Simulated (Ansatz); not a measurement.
Task: the energy of protonation at one site of AlBH4O, SMILES O[BH][AlH2], with Ansatz's Python interface. Give the script and its output. Level of theory (for the species named): r2SCAN, def2-SVP basis, multiplicity 1.

```yaml
atoms:
  - { symbol: O, position_ang: [-1.6515, 0.2651, -0.6549] }
  - { symbol: B, position_ang: [-0.2535, 0.1948, -0.7919] }
  - { symbol: Al, position_ang: [0.8886, 0.0006, 0.8852] }
  - { symbol: H, position_ang: [-1.9537, -0.6129, -0.7142] }
  - { symbol: H, position_ang: [0.2585, 0.2231, -1.8755] }
  - { symbol: H, position_ang: [0.2378, -0.0237, 2.3405] }
  - { symbol: H, position_ang: [2.5350, -0.1150, 0.7651] }
```

`run_pa.py`
```python
"""Adding a proton to AlBH4O."""

import ansatz as az
import numpy as np


def main() -> None:
    albh4o = (
        az.Crystal.molecule()
        .atom("O", (-1.6515, 0.2651, -0.6549))
        .atom("B", (-0.2535, 0.1948, -0.7919))
        .atom("Al", (0.8886, 0.0006, 0.8852))
        .atom("H", (-1.9537, -0.6129, -0.7142))
        .atom("H", (0.2585, 0.2231, -1.8755))
        .atom("H", (0.2378, -0.0237, 2.3405))
        .atom("H", (2.535, -0.115, 0.7651))
    )

    calculation = (
        albh4o.calculation()
        .basis(gaussian="def2-SVP")
        .functional("r2scan")
    )
    symbols = [site.symbol for site in albh4o.cartesian_sites]
    start = np.array([site.position_ang for site in albh4o.cartesian_sites], dtype=float)
    r = calculation.relax(force_tolerance=0.01).run(threads=1, backend="cpu").report
    end = np.array(r["positions_ang"])

    # put the proton on the side away from the neighbours, slightly off axis
    away = sum((end[0] - end[j]) / np.linalg.norm(end[0] - end[j]) for j in [1, 3]) + np.array([0.15, 0.1, -0.2])
    proton = end[0] + 1.0 * away / np.linalg.norm(away)
    acid = az.Crystal.molecule()
    for symbol, place in zip(symbols, end):
        acid = acid.atom(symbol, place.tolist())
    acid = acid.atom("H", proton.tolist())
    protonated = (
        acid.calculation()
        .basis(gaussian="def2-SVP")
        .functional("r2scan")
        .charge(1)
        .relax(force_tolerance=0.01, max_steps=80)
    )
    after = protonated.run(threads=1, backend="cpu").report
    xyz = np.array(after["positions_ang"])
    reach = np.linalg.norm(xyz[:-1] - xyz[-1], axis=1)
    print(f"base {r['free_energy_ev']:.5f} eV, protonated {after['free_energy_ev']:.5f} eV")
    print(f"the proton ends {reach.min():.3f} A from {symbols[reach.argmin()]}{reach.argmin()}")
    print(f"electronic proton affinity {(r['free_energy_ev'] - after['free_energy_ev']):.3f} eV")


if __name__ == "__main__":
    main()
```

```console
$ python run_pa.py
base -9378.67411 eV, protonated -9386.40997 eV
the proton ends 0.977 A from O0
electronic proton affinity 7.736 eV
```

What to keep in mind:
- Total energies depend on the basis set; only differences at equal settings carry meaning.
- The proton is put on one chosen atom, which needn't be the most basic site, so the molecule's proton affinity can be higher; the ends are stationary points, not checked by frequencies, and zero-point and thermal terms count only where printed.
- The whole script took 95 s on 1 thread of Arm Neoverse V1, with other jobs on the host, peak memory 0.22 GiB.
